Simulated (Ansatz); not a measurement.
C3H9N, SMILES `CN(C)C` (charge 0, multiplicity 1).

Computed with B3LYP/cc-pVTZ // PBE0-D3(BJ)/def2-TZVP in Ansatz (an electronic-structure program).

Ansatz 0.2 input:
```yaml
crystal:
  periodic: [false, false, false]
  atoms:
    - { symbol: C, position_ang: [0.448534, -1.254045, 0.346676] }
    - { symbol: N, position_ang: [0.124672, -0.095586, -0.448433] }
    - { symbol: C, position_ang: [0.877937, 1.059483, -0.027122] }
    - { symbol: C, position_ang: [-1.292786, 0.168737, -0.440711] }
    - { symbol: H, position_ang: [0.192202, -1.125877, 1.415467] }
    - { symbol: H, position_ang: [1.518407, -1.464385, 0.279928] }
    - { symbol: H, position_ang: [-0.093256, -2.125792, -0.02728] }
    - { symbol: H, position_ang: [0.65391, 1.361272, 1.013637] }
    - { symbol: H, position_ang: [0.655259, 1.907401, -0.67887] }
    - { symbol: H, position_ang: [1.948152, 0.851017, -0.094251] }
    - { symbol: H, position_ang: [-1.51726, 1.015969, -1.092734] }
    - { symbol: H, position_ang: [-1.679701, 0.4036, 0.569034] }
    - { symbol: H, position_ang: [-1.836066, -0.701794, -0.815341] }
basis:
  gaussian: { orbitals: cc-pVTZ }
hamiltonian:
  xc: b3lyp
```

Output:

```
Functional definition: B3LYP
1207 factors; their error is unknown
mean field evaluation 1: about -4739.1869 eV, gradient 6.7e1 eV
mean field evaluation 2: about -4728.3631 eV, gradient 9.3e1 eV
mean field evaluation 4: about -4749.5001 eV, gradient 5.2e0 eV
mean field evaluation 8: about -4749.5461 eV, gradient 3.7e-2 eV
mean field evaluation 16: about -4749.5261 eV, gradient 6.1e-5 eV
mean field -4749.52607203 eV, -174.5418638028 hartree, gradient 6.1e-5 eV, S^2 0.000000; 0 other end points of the search recorded, 0 dependent functions left out
reference -4749.52634532 eV, -174.5418738458 hartree; 17, 17 occupied and 229, 229 virtual orbitals, 1207 factors
Total energy: -4749.52634532 eV, -174.5418738458 hartree
```
